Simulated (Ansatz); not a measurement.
A nudged elastic band was laid between two geometries of CH$_{6}$NSi (9 atoms, charge 0, multiplicity 2).

All numbers below come from UKS B3LYP-D4/def2-mTZVP in Ansatz.

```
movable images  : 5
climbing image  : yes
spring          : 5.0 eV/Å²
optimiser       : quadratic models (default)
start path      : through a guess of the saddle point
force threshold : 0.05 eV/Å
iteration limit : 60
end points      : relaxed
```

First end point:

```xyz
9
Properties=species:S:1:pos:R:3
C -0.915 0.612 -1.096
Si 0.563 0.206 -0.065
N 0.145 -0.993 1.113
H -1.654 -0.134 -1.366
H -1.094 1.599 -1.508
H 1.083 1.493 0.481
H 1.660 -0.403 -0.865
H 0.855 -1.618 1.470
H -0.555 -0.808 1.819
```

Last end point:

```xyz
9
Properties=species:S:1:pos:R:3
C -0.865 0.705 -1.113
Si 0.501 1.024 0.053
N 0.378 -0.769 1.045
H -1.905 0.653 -0.796
H -0.774 1.040 -2.144
H 0.338 -1.536 0.375
H 1.725 0.559 -0.715
H 1.164 -0.920 1.675
H -0.473 -0.802 1.603
```

(1) Which bonds break or form, and what moves?

(2) What energy profile does the band end with?

(3) What is the geometry of the highest image?

The band took 55 iterations and of the order of 19 core-minutes.

Answers

(1) Bonds broken: Si2–H6. Bonds formed: N3–H6.

(2) The forces met the threshold. The highest image is number 2 of 0 to 6, 275.7 kJ/mol above the first end and 149.9 kJ/mol above the last; the last end lies 125.8 kJ/mol above the first. The profile has 2 maxima (images 2, 4) with wells between them (image 3): this band takes more than one step, which may be the mechanism or a detour left from its start path. Neighbouring images differ by up to 2.8 eV, so the band resolves the path poorly. A vibrational analysis at the climbing image gives one clearly imaginary mode, 1443i cm⁻¹: a first-order saddle point.

```csv
image,path coordinate (Å),energy (kJ/mol),Si2–H6 (Å),N3–H6 (Å)
0,0.00,0.0,1.49,2.73
1,1.30,6.1,1.49,2.64
2,2.60,275.7,1.73,1.38
3,5.35,127.1,2.57,1.02
4,8.10,206.5,3.08,1.02
5,10.85,126.9,2.62,1.02
6,13.60,125.8,2.59,1.02
```

(3) 
```xyz
9
Properties=species:S:1:pos:R:3
C -0.962 0.523 -1.295
Si 0.473 0.438 -0.267
N 0.382 -0.724 1.202
H -1.969 0.512 -0.890
H -0.892 1.004 -2.267
H 0.885 0.546 1.411
H 1.723 0.000 -0.939
H 0.922 -1.585 1.281
H -0.474 -0.760 1.746
```

The run took 9.6 min on 2 threads of Arm Neoverse V1 (shared host), peak memory 0.2 GiB.
